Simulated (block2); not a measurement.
**CClF (SMILES F[C]Cl): DMRG/ANO-RCC-MB**

What is the energy change on altering one bond length of CClF at DMRG/ANO-RCC-MB? 

The results are computed with block2 0.5.4.

1 further run of the same task is left out (set aside as unsound or not needed).

## (1) The structure to begin with

CClF: 3 atoms, total charge 0, spin state triplet. SMILES: `F[C]Cl`. The shape is that of a GFN2-xTB optimisation.

Bond lengths: F1–C2 1.332 Å, C2–Cl3 1.644 Å. Angles: F1–C2–Cl3 123.8°.

## (2) A single-point energy at DMRG/ANO-RCC-MB

The input, prepare.py:

```python
from pyscf import ao2mo, cc, dft, gto, mcscf, mp, scf
from pyscf.tools import fcidump

geom = "mol.xyz"
mol = gto.M(
    atom=geom,
    basis="ano-rcc-mb",
    spin=2,
    verbose=3,
    max_memory=2000,
)
print("basis functions          = %d" % (mol.nao))
mf = scf.ROHF(mol)
mf.conv_tol = 1e-10
mf.max_cycle = 200
mf.kernel()
if not mf.converged:
    mf = mf.newton().run(mf.mo_coeff, mf.mo_occ)
print("SCF energy               = %.10f" % (mf.e_tot))
ref = scf.UHF(mol).run(mf.make_rdm1(), conv_tol=1e-10)
pt = mp.MP2(ref, frozen=7).run()
mycc = cc.CCSD(ref, frozen=7)
mycc.max_cycle = 150
mycc.kernel()
print("MP2 total energy         = %.10f" % (pt.e_tot))
if mycc.converged:
    print("E(CCSD)                  = %.10f" % (mycc.e_tot))
    print("E(CCSD(T))               = %.10f" % (mycc.e_tot + mycc.ccsd_t()))
ks = dft.UKS(mol, xc="wb97x").set(conv_tol=1e-9, verbose=3).run(mf.make_rdm1())
if ks.converged:
    print("E(wB97X)                 = %.8f" % (ks.e_tot))
ks = dft.UKS(mol, xc="bhandhlyp").set(conv_tol=1e-9, verbose=3).run(mf.make_rdm1())
if ks.converged:
    print("E(BHLYP)                 = %.8f" % (ks.e_tot))
ks = dft.UKS(mol, xc="pbe").set(conv_tol=1e-9, verbose=3).run(mf.make_rdm1())
if ks.converged:
    print(f"E(PBE)                   = {ks.e_tot:.8f}")
ks = dft.UKS(mol, xc="hse06").set(conv_tol=1e-9, verbose=3).run(mf.make_rdm1())
if ks.converged:
    print(f"E(HSE06)                 = {ks.e_tot:.8f}")
ks = dft.UKS(mol, xc="m062x").set(conv_tol=1e-9, verbose=3).run(mf.make_rdm1())
if ks.converged:
    print(f"E(M06-2X)                = {ks.e_tot:.8f}")
cas = mcscf.CASCI(mf, 12, 18)
h1, ecore = cas.get_h1eff()
fcidump.from_integrals("FCIDUMP", h1, cas.get_h2eff(), 12, 18, nuc=ecore, ms=2)
ci = mcscf.CASCI(mf, 12, (10, 8))
ci.fix_spin_(ss=2)
ci.fcisolver.conv_tol = 1e-10
ci.fcisolver.max_cycle = 200
ci.kernel()
print("exact diagonalisation    = %.10f" % (ci.e_tot))
```

The input, dmrg.conf:

```
sym c1
orbitals FCIDUMP
nelec 18
spin 2
irrep 1
occ 2 2 2 2 2 2 2 2 1 1 0 0
cbias 0.3
schedule
0 25 1E-07 1E-03
4 50 1E-07 1E-04
7 75 1E-07 1E-04
9 100 1E-07 1E-05
11 100 1E-08 0.0
end
maxiter 17
sweep_tol 1E-07
fiedler
mem 1g
num_thrds 1
prefix ./tmp
outputlevel 1
```

Started as:

```bash
$ python prepare.py && block2main dmrg.conf
```

What it wrote:

```text
$ python prepare.py
basis functions          = 19
converged SCF energy = -596.171398889199
SCF energy               = -596.1713988892
converged SCF energy = -596.173028530536  <S^2> = 2.0072039  2S+1 = 3.0047988
E(UMP2) = -596.219672336377  E_corr = -0.0466438058411058
E(SCS-UMP2) = -596.220769115161  E_corr = -0.0477405846254858
E(UCCSD) = -596.2345645411282  E_corr = -0.06153601059250921
MP2 total energy         = -596.2196723364
E(CCSD)                  = -596.2345645411
UCCSD(T) correction = -0.00211323859792102
E(CCSD(T))               = -596.2366777797
converged SCF energy = -597.474379900191  <S^2> = 2.0026531  2S+1 = 3.0017682
E(wB97X)                 = -597.47437990
converged SCF energy = -597.444781030576  <S^2> = 2.0025809  2S+1 = 3.0017201
E(BHLYP)                 = -597.44478103
converged SCF energy = -597.188248415267  <S^2> = 2.0017056  2S+1 = 3.0011368
E(PBE)                   = -597.18824842
converged SCF energy = -597.250792821941  <S^2> = 2.0023038  2S+1 = 3.0015355
E(HSE06)                 = -597.25079282
converged SCF energy = -597.455326564439  <S^2> = 2.0029118  2S+1 = 3.0019406
E(M06-2X)                = -597.45532656
CASCI E = -596.237309507047  E(CI) = -74.0479729901245  S^2 = 2.0000000
exact diagonalisation    = -596.2373095070

$ block2main dmrg.conf

********************************** INPUT START **********************************
sym                                                             c1
orbitals                                                   FCIDUMP
nelec                                                           18
spin                                                             2
irrep                                                            1
occ                                        2 2 2 2 2 2 2 2 1 1 0 0
cbias                                                          0.3
maxiter                                                         17
sweep_tol                                                    1E-07
fiedler
mem                                                             1g
num_thrds                                                        1
prefix                                                       ./tmp
outputlevel                                                      1
schedule                  Sweep   0-   3 : Mmps =    25 Noise =     0.001 DavTol =     1e-07
                          Sweep   4-   6 : Mmps =    50 Noise =    0.0001 DavTol =     1e-07
                          Sweep   7-   8 : Mmps =    75 Noise =    0.0001 DavTol =     1e-07
                          Sweep   9-  10 : Mmps =   100 Noise =     1e-05 DavTol =     1e-07
                          Sweep  11-  16 : Mmps =   100 Noise =         0 DavTol =     1e-08
********************************** INPUT END   **********************************

SPIN ADAPTED - REAL DOMAIN - DOUBLE PREC
qc mpo type =  QCTypes.Conventional
 UseMainStack = 0 MinDiskUsage = 1 MinMemUsage = 0 IBuf = 0 OBuf = 0
 FPCompression: prec = 1.00e-16 chunk = 1024
 IMain = 0 B / 66.8 MB DMain = 0 B / 343 MB ISeco = 0 B / 28.6 MB DSeco = 0 B / 515 MB
 OpenMP = 1 TBB = 0 BLIS = 0 MKL = GNU 2024.0.2 SeqType = Tasked AlignType = None MKLIntLen = 4
 THREADING = 2 layers : Global | Operator BatchedGEMM
 NUMBER : Global = 1 Operator = 1 Quanta = 0 MKL = 1
 COMPLEX = 1 SINGLE-PREC = 1 KSYMM = 0
using fiedler reorder =  [ 6  7  1 10  5  2  9  3  0 11  4  8]
read integral finished 0.014200651000010112
integral sym error =            0
MinMPOMemUsage =  False
MPS =  CCRRRRRRRRRR 0 2 < N=18 S=1 PG=0 >
GS INIT MPS BOND DIMS =       1     3    10    30    33    32    31    32    30    33    16     4     1
pre-mpo memory usage =  167 MB
build mpo start ...
build mpo finished ... Tread = 0.000 Twrite = 0.000 T = 0.017
simpl mpo start ...
simpl mpo finished ... Tread = 0.000 Twrite = 0.000 T = 0.043
GS MPO BOND DIMS =      15    24    35    50    69    92    69    50    35    24    17     1
build 1pdm mpo 0.12490904099968247
build identity mpo 0.1271693549997508
memory usage =  177 MB
para mpo finished 0.1285521609997886
env init finished 0.23220776499965723

Sweep =    0 | Direction =  forward | Bond dimension =   25 | Noise =  1.00e-03 | Dav threshold =  1.00e-07
Time elapsed =      1.268 | E =    -596.1379749638 | DW = 1.65713e-04

Sweep =    1 | Direction = backward | Bond dimension =   25 | Noise =  1.00e-03 | Dav threshold =  1.00e-07
Time elapsed =      1.829 | E =    -596.2277575295 | DE = -8.98e-02 | DW = 4.83605e-04

Sweep =    2 | Direction =  forward | Bond dimension =   25 | Noise =  1.00e-03 | Dav threshold =  1.00e-07
Time elapsed =      2.377 | E =    -596.2343707768 | DE = -6.61e-03 | DW = 6.98151e-04

Sweep =    3 | Direction = backward | Bond dimension =   25 | Noise =  1.00e-03 | Dav threshold =  1.00e-07
Time elapsed =      2.914 | E =    -596.2348973533 | DE = -5.27e-04 | DW = 6.04590e-04

Sweep =    4 | Direction =  forward | Bond dimension =   50 | Noise =  1.00e-04 | Dav threshold =  1.00e-07
Time elapsed =      3.642 | E =    -596.2364134810 | DE = -1.52e-03 | DW = 2.31304e-05

Sweep =    5 | Direction = backward | Bond dimension =   50 | Noise =  1.00e-04 | Dav threshold =  1.00e-07
Time elapsed =      4.415 | E =    -596.2368862529 | DE = -4.73e-04 | DW = 7.09569e-05

Sweep =    6 | Direction =  forward | Bond dimension =   50 | Noise =  1.00e-04 | Dav threshold =  1.00e-07
Time elapsed =      5.126 | E =    -596.2369778808 | DE = -9.16e-05 | DW = 7.97416e-05

Sweep =    7 | Direction = backward | Bond dimension =   75 | Noise =  1.00e-04 | Dav threshold =  1.00e-07
Time elapsed =      6.115 | E =    -596.2371126492 | DE = -1.35e-04 | DW = 1.98938e-05

Sweep =    8 | Direction =  forward | Bond dimension =   75 | Noise =  1.00e-04 | Dav threshold =  1.00e-07
Time elapsed =      7.062 | E =    -596.2371767770 | DE = -6.41e-05 | DW = 1.95070e-05

Sweep =    9 | Direction = backward | Bond dimension =  100 | Noise =  1.00e-05 | Dav threshold =  1.00e-07
Time elapsed =      8.307 | E =    -596.2372893531 | DE = -1.13e-04 | DW = 4.37630e-06

Sweep =   10 | Direction =  forward | Bond dimension =  100 | Noise =  1.00e-05 | Dav threshold =  1.00e-07
Time elapsed =      9.379 | E =    -596.2373017122 | DE = -1.24e-05 | DW = 4.32256e-06

Sweep =   11 | Direction = backward | Bond dimension =  100 | Noise =  0.00e+00 | Dav threshold =  1.00e-08
Time elapsed =     10.524 | E =    -596.2373031677 | DE = -1.46e-06 | DW = 3.77382e-06

Sweep =   12 | Direction =  forward | Bond dimension =  100 | Noise =  0.00e+00 | Dav threshold =  1.00e-08
Time elapsed =     11.622 | E =    -596.2373032644 | DE = -9.67e-08 | DW = 3.35237e-06

Final canonical form =  LLLLLLLLLLLC 10
DMRG Energy = -596.237303264416255
```

It took 64 s on 1 thread of Intel Xeon at 2.50GHz (Skylake/Cascade Lake), shared host; peak memory 0.21 GiB.

## (3) The distorted shape: a single-point energy at DMRG/ANO-RCC-MB

The input, make_fcidump.py:

```python
import numpy as np
from pyscf import ao2mo, cc, dft, gto, lo, mcscf, mp, scf
from pyscf.tools import fcidump

mol = gto.M(atom="""
F     -1.115933     0.794236    -0.520431
C     -0.216580    -0.392190    -0.160770
Cl     1.215200    -0.247300     0.634290
""", basis="ano-rcc-mb", spin=2, verbose=3, max_memory=2000)
print("basis functions = %d" % (mol.nao))
mf = scf.ROHF(mol)
mf.conv_tol = 1e-10
mf.max_cycle = 200
mf.kernel()
if not mf.converged:
    mf = mf.newton().run(mf.mo_coeff, mf.mo_occ)
print("E(SCF) = %.10f" % (mf.e_tot))
# single-reference ladder for comparison
ref = scf.UHF(mol).run(mf.make_rdm1(), conv_tol=1e-10)
pt = mp.MP2(ref, frozen=7).run()
mycc = cc.CCSD(ref, frozen=7)
mycc.max_cycle = 150
mycc.kernel()
print("MP2 total energy = %.10f" % (pt.e_tot))
if mycc.converged:
    print("CCSD total energy = %.10f" % (mycc.e_tot))
    print(f"E(CCSD(T)) = {mycc.e_tot + mycc.ccsd_t():.10f}")
# a few density functionals on the same geometry and basis
ks = dft.UKS(mol, xc="wb97x").set(conv_tol=1e-9, verbose=3).run(mf.make_rdm1())
if ks.converged:
    print(f"E(wB97X) = {ks.e_tot:.8f}")
ks = dft.UKS(mol, xc="bhandhlyp").set(conv_tol=1e-9, verbose=3).run(mf.make_rdm1())
if ks.converged:
    print("E(BHLYP) = %.8f" % (ks.e_tot))
ks = dft.UKS(mol, xc="pbe").set(conv_tol=1e-9, verbose=3).run(mf.make_rdm1())
if ks.converged:
    print("E(PBE) = %.8f" % (ks.e_tot))
ks = dft.UKS(mol, xc="hse06").set(conv_tol=1e-9, verbose=3).run(mf.make_rdm1())
if ks.converged:
    print(f"E(HSE06) = {ks.e_tot:.8f}")
ks = dft.UKS(mol, xc="m062x").set(conv_tol=1e-9, verbose=3).run(mf.make_rdm1())
if ks.converged:
    print(f"E(M06-2X) = {ks.e_tot:.8f}")
# localise doubly occupied and virtual orbitals apart
mo = mf.mo_coeff.copy()
for a, b in ((7, 15), (17, 19)):
    if b - a > 1:
        mo[:, a:b] = lo.PM(mol, mo[:, a:b]).kernel()
mf.mo_coeff = mo
# FCIDUMP for the DMRG program
cas = mcscf.CASCI(mf, 12, 18)
h1, ecore = cas.get_h1eff()
fcidump.from_integrals("FCIDUMP", h1, cas.get_h2eff(), 12, 18, nuc=ecore, ms=2)
# exact diagonalisation in the same space
ci = mcscf.CASCI(mf, 12, (10, 8))
ci.fix_spin_(ss=2)
ci.fcisolver.conv_tol = 1e-10
ci.fcisolver.max_cycle = 200
ci.kernel()
print("FCI energy = %.10f" % (ci.e_tot))
```

The input, input.conf:

```
sym c1
orbitals FCIDUMP
nelec 18
spin 2
irrep 1
occ 2 2 2 2 2 2 2 2 1 1 0 0
cbias 0.3
schedule
0 75 1E-08 1E-04
4 100 1E-08 1E-05
7 100 1E-09 0.0
end
maxiter 13
sweep_tol 1E-06
gaopt default
mem 2g
num_thrds 1
prefix ./tmp
outputlevel 2
```

Started as:

```bash
$ python make_fcidump.py && block2main input.conf
```

What it wrote:

```text
$ python make_fcidump.py
basis functions = 19
converged SCF energy = -596.179744105792
E(SCF) = -596.1797441058
converged SCF energy = -596.181374775125  <S^2> = 2.0099075  2S+1 = 3.0065977
E(UMP2) = -596.233249782025  E_corr = -0.0518750069002834
E(SCS-UMP2) = -596.236103590784  E_corr = -0.0547288156593997
E(UCCSD) = -596.2528541311219  E_corr = -0.07147935599693378
MP2 total energy = -596.2332497820
CCSD total energy = -596.2528541311
UCCSD(T) correction = -0.002544268639621
E(CCSD(T)) = -596.2553983998
converged SCF energy = -597.487125779906  <S^2> = 2.0038824  2S+1 = 3.0025872
E(wB97X) = -597.48712578
converged SCF energy = -597.455688263434  <S^2> = 2.0041944  2S+1 = 3.002795
E(BHLYP) = -597.45568826

WARN: HOMO -0.162108099497201 >= LUMO -0.172660964210682

converged SCF energy = -597.205835964735  <S^2> = 2.002718  2S+1 = 3.0018115
E(PBE) = -597.20583596
converged SCF energy = -597.263971156074  <S^2> = 2.0036446  2S+1 = 3.0024288
E(HSE06) = -597.26397116
converged SCF energy = -597.466135218224  <S^2> = 2.0046286  2S+1 = 3.0030842
E(M06-2X) = -597.46613522
CASCI E = -596.256565388931  E(CI) = -72.0086391602780  S^2 = 2.0000000
FCI energy = -596.2565653889

$ block2main input.conf

********************************** INPUT START **********************************
sym                                                             c1
orbitals                                                   FCIDUMP
nelec                                                           18
spin                                                             2
irrep                                                            1
occ                                        2 2 2 2 2 2 2 2 1 1 0 0
cbias                                                          0.3
maxiter                                                         13
sweep_tol                                                    1E-06
[... 56 lines left out ...]
 --> Site =    4-   5 .. Mmps =   75 Ndav =  23 E =   -595.8894289200 Error = 2.23e-07 FLOPS = 2.18e+09 Tdav = 0.64 T = 0.73
[... 16 lines left out ...]
 <-- Site =    9-  10 .. Mmps =    9 Ndav =   1 E =   -596.2564221921 Error = 0.00e+00 FLOPS = 3.72e+08 Tdav = 0.00 T = 0.02
[... 7 lines left out ...]
 <-- Site =    1-   2 .. Mmps =   75 Ndav =   1 E =   -596.2565421229 Error = 2.03e-11 FLOPS = 4.44e+08 Tdav = 0.00 T = 0.02
[... 16 lines left out ...]
 --> Site =    6-   7 .. Mmps =   75 Ndav =   4 E =   -596.2565546578 Error = 3.67e-06 FLOPS = 2.32e+09 Tdav = 0.10 T = 0.23
[... 16 lines left out ...]
 <-- Site =    7-   8 .. Mmps =   75 Ndav =   5 E =   -596.2565484028 Error = 1.77e-09 FLOPS = 1.22e+09 Tdav = 0.05 T = 0.10
[... 16 lines left out ...]
 --> Site =    0-   1 .. Mmps =    3 Ndav =   1 E =   -596.2565421589 Error = 0.00e+00 FLOPS = 4.64e+08 Tdav = 0.00 T = 0.00
[... 7 lines left out ...]
 --> Site =    8-   9 .. Mmps =  100 Ndav =   2 E =   -596.2565621056 Error = 1.11e-08 FLOPS = 7.50e+08 Tdav = 0.01 T = 0.06
[... 16 lines left out ...]
 <-- Site =    5-   6 .. Mmps =  100 Ndav =   4 E =   -596.2565647305 Error = 6.09e-07 FLOPS = 3.58e+09 Tdav = 0.21 T = 0.42
[... 16 lines left out ...]
 --> Site =    2-   3 .. Mmps =   34 Ndav =   2 E =   -596.2565617727 Error = 0.00e+00 FLOPS = 1.01e+09 Tdav = 0.01 T = 0.03
[... 2 lines left out ...]
 --> Site =    5-   6 .. Mmps =  100 Ndav =   4 E =   -596.2565648538 Error = 6.92e-07 FLOPS = 3.71e+09 Tdav = 0.20 T = 0.35
 --> Site =    6-   7 .. Mmps =  100 Ndav =   3 E =   -596.2565634187 Error = 3.64e-07 FLOPS = 3.84e+09 Tdav = 0.08 T = 0.24
 --> Site =    7-   8 .. Mmps =  100 Ndav =   2 E =   -596.2565624738 Error = 1.53e-07 FLOPS = 1.46e+09 Tdav = 0.03 T = 0.11
 --> Site =    8-   9 .. Mmps =  100 Ndav =   2 E =   -596.2565621951 Error = 1.17e-08 FLOPS = 7.33e+08 Tdav = 0.01 T = 0.06
 --> Site =    9-  10 .. Mmps =  100 Ndav =   1 E =   -596.2565621907 Error = 8.43e-14 FLOPS = 3.88e+08 Tdav = 0.00 T = 0.03
 --> Site =   10-  11 .. Mmps =   18 Ndav =   1 E =   -596.2565621907 Error = 1.69e-15 FLOPS = 5.65e+08 Tdav = 0.00 T = 0.02
[... 8 lines left out ...]
Sweep =    7 | Direction = backward | Bond dimension =  100 | Noise =  0.00e+00 | Dav threshold =  1.00e-09
 <-- Site =   10-  11 .. Mmps =    3 Ndav =   1 E =   -596.2565621907 Error = 0.00e+00 FLOPS = 5.72e+08 Tdav = 0.00 T = 0.01
 <-- Site =    9-  10 .. Mmps =   10 Ndav =   1 E =   -596.2565621907 Error = 0.00e+00 FLOPS = 3.48e+08 Tdav = 0.00 T = 0.03
 <-- Site =    8-   9 .. Mmps =   31 Ndav =   2 E =   -596.2565621952 Error = 9.17e-16 FLOPS = 8.59e+08 Tdav = 0.01 T = 0.04
 <-- Site =    7-   8 .. Mmps =   82 Ndav =   4 E =   -596.2565624740 Error = 2.02e-22 FLOPS = 1.49e+09 Tdav = 0.06 T = 0.11
 <-- Site =    6-   7 .. Mmps =  100 Ndav =   5 E =   -596.2565634183 Error = 3.32e-08 FLOPS = 3.33e+09 Tdav = 0.14 T = 0.23
 <-- Site =    5-   6 .. Mmps =  100 Ndav =   4 E =   -596.2565649107 Error = 4.60e-07 FLOPS = 3.56e+09 Tdav = 0.22 T = 0.36
 <-- Site =    4-   5 .. Mmps =  100 Ndav =   4 E =   -596.2565640008 Error = 3.73e-07 FLOPS = 2.97e+09 Tdav = 0.14 T = 0.23
 <-- Site =    3-   4 .. Mmps =  100 Ndav =   3 E =   -596.2565629608 Error = 1.59e-09 FLOPS = 2.01e+09 Tdav = 0.04 T = 0.10
 <-- Site =    2-   3 .. Mmps =   54 Ndav =   1 E =   -596.2565629539 Error = 5.58e-17 FLOPS = 1.10e+09 Tdav = 0.01 T = 0.05
 <-- Site =    1-   2 .. Mmps =   16 Ndav =   1 E =   -596.2565629539 Error = 1.27e-18 FLOPS = 4.84e+08 Tdav = 0.00 T = 0.01
 <-- Site =    0-   1 .. Mmps =    4 Ndav =   1 E =   -596.2565629539 Error = 1.21e-18 FLOPS = 4.97e+07 Tdav = 0.00 T = 0.01
Time elapsed =     10.793 | E =    -596.2565649107 | DE = -5.69e-08 | DW = 4.60436e-07
Time sweep =        1.172 | 1.73 GFLOP/SWP
 | Dmem = 2.05 MB (9%) | Imem = 66.6 KB (96%) | Hmem = 12.0 MB | Wmem = 96.6 KB | Pmem = 0 B
 | Tread = 0.016 | Twrite = 0.016 | Tfpread = 0.015 | Tfpwrite = 0.014 | Tmporead = 0.000
 | data = 4.32 MB | cpsd = 3.09 MB | Tasync = 0.000
 | Trot = 0.033 | Tctr = 0.009 | Tint = 0.006 | Tmid = 0.040 | Tdctr = 0.005 | Tdiag = 0.016 | Tinfo = 0.008
 | Teff = 0.340 | Tprt = 0.000 | Teig = 0.626 | Tblk = 1.044 | Tmve = 0.127 | Tdm = 0.001 | Tsplt = 0.013 | Tsvd = 0.000 | Torth = 0.000

Final canonical form =  CRRRRRRRRRRR 0
DMRG Energy = -596.256564910686393
```

Wall time 75 s (1 thread of Intel Xeon at 2.50GHz (Skylake/Cascade Lake), shared host); peak memory 0.21 GiB.

## (4) Results

At DMRG/ANO-RCC-MB, 7 core orbitals frozen:

| quantity | value |
| --- | --- |
| run 1, DMRG/ANO-RCC-MB: total energy | -596.23730 Eh |
| distorted shape: total energy | -596.25656 Eh |
| energy change with the F1–C2 bond stretched from 1.332 to 1.532 Å | -0.524 eV |

What this shows: With the F1–C2 bond stretched from 1.332 to 1.532 Å the energy falls by 0.52 eV (50.6 kJ/mol). The first shape isn't relaxed at this level, so the change isn't measured from a minimum. The minimal basis adds a large error of its own. The basis (run 1, DMRG/ANO-RCC-MB) was made for a relativistic Hamiltonian, but the run is non-relativistic. The basis (distorted shape) was made for a relativistic Hamiltonian, but the run is non-relativistic.
